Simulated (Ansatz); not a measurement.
Isolated molecules relaxed with PBE0-D4/def2-TZVP in Ansatz; ΔE leaves out vibrations. CCSD(T)/CBS is the MP2 limit (def2-TZVPP, def2-QZVPP) plus CCSD(T) − MP2 in def2-TZVPP, frozen cores. This one scheme is used for every species. Triplets are unrestricted, without spin–orbit coupling. For Mg outer-core shells are correlated without core-valence functions, which leaves a few kJ/mol of doubt a bond.

`[CH3][Mg][F]` → `[CH2]` (triplet) + `[F][MgH]`  (formal loss of a carbene)

```
          species  HF/def2-QZVPP energy (Eh)
   `[CH3][Mg][F]`                 -338.79477
`[CH2]` (triplet)                  -38.94055
       `[F][MgH]`                 -299.73639
```

Q: Work out ΔE.

A: ΔE = (-38.94055) + (-299.73639) − (-338.79477) = 0.11783 Eh = +73.9 kcal/mol. CCSD(T)/CBS gives +112.3 kcal/mol.

Largest T1 diagnostic among the species: 0.011.

In def2-TZVPP, CCSD(T) changes the Hartree–Fock value by +34.8 kcal/mol (the triples alone add +2.8 kcal/mol) and MP2 by +38.8 kcal/mol. The D4 term adds +1.0 kcal/mol with B3LYP and +0.5 kcal/mol with PBE0; it sums over pairs of atoms, weighted by their polarisabilities, and B3LYP, whose exchange is more repulsive, gets the larger term.

B3LYP here is the variant with VWN-RPA as its local correlation; programs differ in this.
